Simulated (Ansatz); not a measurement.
A made-up structure of Si₂H₂O, singlet:

```xyz
5
angstrom
O -0.1352 -0.0664 0.4829
Si -1.2936 -0.5507 -0.5629
Si 1.6781 0.4988 1.3860
H -1.9035 0.4275 -1.3922
H 1.4573 0.0069 -0.1817
```

It is relaxed with PBE-D4/def2-SVP and then PBE0-D4/def2-TZVP (Ansatz 0.2.0). Atoms count as bonded within 1.22 times the sum of their covalent radii (H–H: 0.88 Å). The end point is not checked to be a true minimum.

Task: Does its bonding change? (A judgement: the text doesn't fix the answer.)

Result: By the calculation: No: no bond forms or breaks.

Where it ends: The first stage lowers the energy by 2.65 eV in 9 steps. It ends as Si₂H₂O ([SiH][O][SiH]):
O1  (-0.136, -0.063, 0.227)
Si2  (-1.527, -0.691, -0.387)
Si3  (1.178, 0.465, 1.064)
H4  (-1.933, 0.559, -1.187)
H5  (2.221, 0.047, 0.014)
(Å)

Labels in which every atom is bracketed show which atoms are joined, not bond orders.

For scale, one of the runs: PBE0-D4/def2-TZVP relaxation, 117 basis functions, launched by `ansatz run in.yaml --threads 2 --pin off --events-out ev --progress --plain --max-ram 4352MiB`. The run took about 12 s on 2 CPU threads of an Arm Neoverse V2 (shared host).
